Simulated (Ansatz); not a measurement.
# How the width of the whole s-p valence band of rock-salt MgS moves with the method

No measured value is used here.

```json
[
 {"level (code)": "LDA (Ansatz)", "value (eV)": "12.65"},
 {"level (code)": "PBE (Ansatz)", "value (eV)": "12.67"},
 {"level (code)": "PBEsol (Ansatz)", "value (eV)": "12.68"},
 {"level (code)": "RPBE (Ansatz)", "value (eV)": "12.65"},
 {"level (code)": "r²SCAN (Ansatz)", "value (eV)": "13.19"},
 {"level (code)": "B3LYP (VWN-RPA form) (Ansatz)", "value (eV)": "…"},
 {"level (code)": "HSE06 (Ansatz)", "value (eV)": "13.96"},
 {"level (code)": "PBE0 (Ansatz)", "value (eV)": "…"},
 {"level (code)": "r²SCAN0 (Ansatz)", "value (eV)": "…"}
]
```

### Question
Some entries are withheld; supply them.

### Answer

- B3LYP (VWN-RPA form) (Ansatz, a first-principles code), value (eV): 13.69
- PBE0 (Ansatz), value (eV): 14.02
- r²SCAN0 (Ansatz), value (eV): 14.33

Widths are read from band energies on the run's k points.  Values are at the measured cell. Cutoffs and k meshes differ between the levels. Ansatz's density-functional and Hartree–Fock values are scalar-relativistic unless marked +SOC, with PAW data made under PBE.
